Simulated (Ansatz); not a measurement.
SiC (zinc blende): values from a third-order Birch-Murnaghan fit to a volume scan beside measured ones. Computed values: PBE (plane waves to 420 eV, PAW, scalar-relativistic; Ansatz, a first-principles code). SiC was relaxed with its symmetry unable to fall.

```csv
quantity,reference,kind,PBE,difference
Lattice constant a (Å),4.346,"measured, corrected to the static lattice",4.380,+0.8 %
Bulk modulus B₀ (GPa),229.1,"measured, corrected to the static lattice",212,-7.3 %
```

PBE overestimates the lattice constant a by 0.8 %. PBE underestimates the bulk modulus B₀ by 7.3 %.

References as given in: Daniel Mejia-Rodriguez, S. B. Trickey, Physical Review B (2018), arXiv:1807.09216.

(Under strain, the slope of the energy per volume gives the stress and its curvature an elastic modulus.)
